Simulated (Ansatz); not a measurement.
# Solid chlorine

Calculation: r²SCAN+rVV10 (Ansatz, an electronic-structure program, PAW).

Cell: relaxed at this level.

```yaml
lattice_energy: 40 kJ/mol
volume_per_molecule: 51.11 Å³
```

The result took about 20 core-seconds (a rough figure).
